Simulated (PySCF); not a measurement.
A series of related open-shell species. All by UKS B3LYP (pcH-1 on C Cl F H) in PySCF, non-relativistic with spin–orbit coupling as a perturbation, on GFN2-xTB geometries; isolated species, one conformer each; SCF stability not tested in every run. Couplings are magnitudes for isotopes of over 50 % abundance, averaged over nuclei equivalent by connectivity (but not across a short bond from an atom whose three angles sum to over 350°); populations are Mulliken's. A GFN2-xTB geometry isn't a minimum of the functional, and hyperfine couplings can be far from their values at a DFT geometry.

```tsv
species	change	⟨S²⟩	g1	g2	g3	largest spin population on	largest couplings
C[CH]F	X = H replaced by F	0.753	2.0021	2.0043	2.0050	carbon bonded to C, F and H (0.95)	1 × 19F 159 MHz, 3 × 1H 74 MHz, 1 × 1H 50 MHz
C[CH]Cl	X = H replaced by Cl	0.754	2.0016	2.0073	2.0092	carbon bonded to C, Cl and H (0.94)	3 × 1H 72 MHz, 1 × 1H 56 MHz, 1 × 35Cl 7 MHz
```

Question: Predict the same entries for `CC#C[CH]C` [radical] (X = H replaced by propynyl).

Answer: ⟨S²⟩: 0.768; g1: 2.0022; g2: 2.0029; g3: 2.0031; largest spin population on: carbon bonded to 2 C and H (0.76); largest couplings: 3 × 1H 56 MHz, 1 × 1H 51 MHz, 3 × 1H 43 MHz. The largest Mulliken spin populations are on C4 (+0.76), C2 (+0.52), C3 (-0.25) and C5 (-0.06). The positive populations add up to 1.39 and the negative ones to -0.39, together 2S = 1. The angles at C4 add up to 360.0°, so it is planar; its axial dipolar tensor and the negative coupling of its proton fit spin in a p orbital normal to that plane. (Numbering: [CH3:1][C:2]#[C:3][CH:4][CH3:5] (hydrogens: H6, H7, H8 on C1; H9 on C4; H10, H11, H12 on C5).)

Question: Which has the highest and which the lowest g_iso, and which the widest g anisotropy?

Answer: Highest: C[CH]Cl (2.0060, largest spin population on carbon bonded to C, Cl and H). Lowest: CC#C[CH]C (2.0027, largest spin population on carbon bonded to 2 C and H). Widest: C[CH]Cl, g3 − g1 = 0.0076, which alone would spread the powder pattern at 94 GHz over 12.6 mT.

Question: How many first-order lines does each doublet give under fast tumbling, over what width, and where is its centre at 9.5 GHz?

Answer: 
```
  species  lines  width (mT)  centre (mT)
CC#C[CH]C     32        12.5       338.92
   C[CH]F     16        15.4       338.74
  C[CH]Cl     32        10.4       338.36
```

Splittings under 0.05 mT aren't counted.

Means can hide wide spreads in the frozen geometry: C[CH]F, 3 × 1H from 11 to 148 MHz (mean 74); C[CH]Cl, 3 × 1H from 26 to 146 MHz (mean 72); CC#C[CH]C, 3 × 1H from 2 to 83 MHz (mean 56); CC#C[CH]C, 3 × 1H from 11 to 76 MHz (mean 43).
